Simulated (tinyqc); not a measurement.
Worked calculation: CIS on RHF in the sto-3g basis, frozen core, for H2O, spin multiplicity 1. One step of it, computed by the program tinyqc.

Problem. CIS matrix, triplets. A(ia,jb) = (e_a - e_i) d_ij d_ab - (ij|ab).

orbital energies (hartree): MO1 -20.237396, MO2 -1.285318, MO3 -0.636656, MO4 -0.455572, MO5 -0.393369, MO6 0.638006, MO7 0.784107

Two-electron integrals over orbitals (pq|rs), unique and non-zero (hartree); the lowest 1 orbital is frozen and left out:
```
(22|22) 0.731458    (32|32) 0.147401    (33|22) 0.652508    (33|33) 0.642678
(42|22) 0.010835    (42|33) 0.007545    (42|42) 0.121922    (43|32) 0.017557
(43|43) 0.045671    (44|22) 0.678559    (44|33) 0.606498    (44|42) -0.105028
(44|44) 0.801027    (52|52) 0.143442    (53|53) 0.029453    (54|52) -0.047036
(54|54) 0.057355    (55|22) 0.746912    (55|33) 0.635559    (55|42) -0.064979
(55|44) 0.736781    (55|55) 0.880159    (62|22) 0.144714    (62|33) 0.077966
(62|42) 0.019305    (62|44) 0.094309    (62|55) 0.161758    (62|62) 0.103297
(63|32) -0.040714   (63|43) -0.026392   (63|63) 0.070025    (64|22) 0.089300
(64|33) 0.041946    (64|42) -0.026193   (64|44) 0.116604    (64|55) 0.108350
(64|62) 0.060413    (64|64) 0.062412    (65|52) 0.060806    (65|54) -0.003443
(65|65) 0.039635    (66|22) 0.618536    (66|33) 0.575949    (66|42) 0.060738
(66|44) 0.549490    (66|55) 0.590941    (66|62) 0.097019    (66|64) 0.043018
(66|66) 0.599040    (72|32) 0.037050    (72|43) -0.034357   (72|63) 0.036258
(72|72) 0.060513    (73|22) 0.133061    (73|33) 0.091211    (73|42) -0.074984
(73|44) 0.163866    (73|55) 0.187021    (73|62) 0.078185    (73|64) 0.072860
(73|66) 0.036588    (73|73) 0.150809    (74|32) -0.077366   (74|43) 0.005925
(74|63) 0.042026    (74|72) -0.016471   (74|74) 0.068252    (75|53) 0.023613
(75|75) 0.024169    (76|32) 0.101210    (76|43) 0.043903    (76|63) -0.064147
(76|72) -0.011164   (76|74) -0.057114   (76|76) 0.115937    (77|22) 0.628343
(77|33) 0.617559    (77|42) -0.012466   (77|44) 0.614924    (77|55) 0.628847
(77|62) 0.070737    (77|64) 0.039246    (77|66) 0.569425    (77|73) 0.093085
(77|77) 0.624999
```

Give: CIS matrix A, triplet.

Solution.

CIS matrix A, triplet (hartree), order 2>6, 2>7, 3>6, 3>7, 4>6, 4>7, 5>6, 5>7:
$$\begin{pmatrix}
1.3048 & 0.0000 & 0.0000 & -0.1012 & -0.0607 & 0.0000 & 0.0000 & 0.0000 \\
0.0000 & 1.4411 & -0.1012 & 0.0000 & 0.0000 & 0.0125 & 0.0000 & 0.0000 \\
0.0000 & -0.1012 & 0.6987 & 0.0000 & 0.0000 & -0.0439 & 0.0000 & 0.0000 \\
-0.1012 & 0.0000 & 0.0000 & 0.8032 & -0.0439 & 0.0000 & 0.0000 & 0.0000 \\
-0.0607 & 0.0000 & 0.0000 & -0.0439 & 0.5441 & 0.0000 & 0.0000 & 0.0000 \\
0.0000 & 0.0125 & -0.0439 & 0.0000 & 0.0000 & 0.6248 & 0.0000 & 0.0000 \\
0.0000 & 0.0000 & 0.0000 & 0.0000 & 0.0000 & 0.0000 & 0.4404 & 0.0000 \\
0.0000 & 0.0000 & 0.0000 & 0.0000 & 0.0000 & 0.0000 & 0.0000 & 0.5486
\end{pmatrix}$$
